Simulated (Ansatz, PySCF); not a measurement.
System: SiH3, net charge 0, doublet state. SMILES: [SiH3]
Coordinates optimised at B3LYP-D3(BJ)/def2-TZVP (Ansatz, a quantum-chemistry and plane-wave program):
```xyz
4

Si    -0.0021     0.0010     0.0803
H      0.0008     1.4066    -0.3921
H      1.2360    -0.7020    -0.3341
H     -1.2075    -0.7183    -0.3975
```
Charge 0, spin multiplicity 2.

Quantity: vertical ionisation energy (to the singlet state of charge +1; each state is the SCF solution reached for its spin; the molecule has degenerate orbitals, so one determinant may break the symmetry), in eV. Cores are frozen in the correlated levels unless marked. Open shells are spin-unrestricted. Spin-orbit coupling is left out. Non-relativistic. CBS(X,Y): correlation extrapolated as X^-3; Hartree-Fock from the larger set.

| level | program | vertical ionisation energy (eV) | minus last row |
|---|---|---|---|
| HF/def2-SVPD | Ansatz | 8.45 | -0.39 |
| HF/aug-cc-pV(T+d)Z | Ansatz | 8.44 | -0.40 |
| HF/def2-QZVPPD | Ansatz | 8.45 | -0.39 |
| PBE/def2-TZVPD | Ansatz | 8.91 | 0.07 |
| MP2/def2-QZVPPD | Ansatz | 8.77 | -0.07 |
| RI-MP2/def2-TZVPPD | Ansatz | 8.75 | -0.09 |
| RI-MP2/def2-QZVPPD | Ansatz | 8.77 | -0.07 |
| SCS-MP2/def2-QZVPPD | Ansatz | 8.68 | -0.16 |
| CCSD/def2-SVPD | Ansatz | 8.72 | -0.12 |
| CCSD/aug-cc-pV(T+d)Z | Ansatz | 8.78 | -0.06 |
| CCSD/def2-QZVPPD | Ansatz | 8.79 | -0.05 |
| CCSD/CBS(def2-TZVPPD,def2-QZVPPD) | Ansatz | 8.80 | -0.04 |
| CCSD(T)/aug-cc-pV(T+d)Z | Ansatz | 8.82 | -0.02 |
| CCSD(T)/def2-TZVPPD | Ansatz | 8.80 | -0.04 |
| CCSD(T)/CBS(def2-TZVPPD,def2-QZVPPD) | Ansatz | 8.84 | 0.00 |

For comparison, minus the highest occupied orbital energy (PySCF): 5.47 eV at TPSS/def2-TZVPD, 6.11 eV at B3LYP/def2-TZVPD, 5.89 eV at TPSSh/def2-TZVPD.
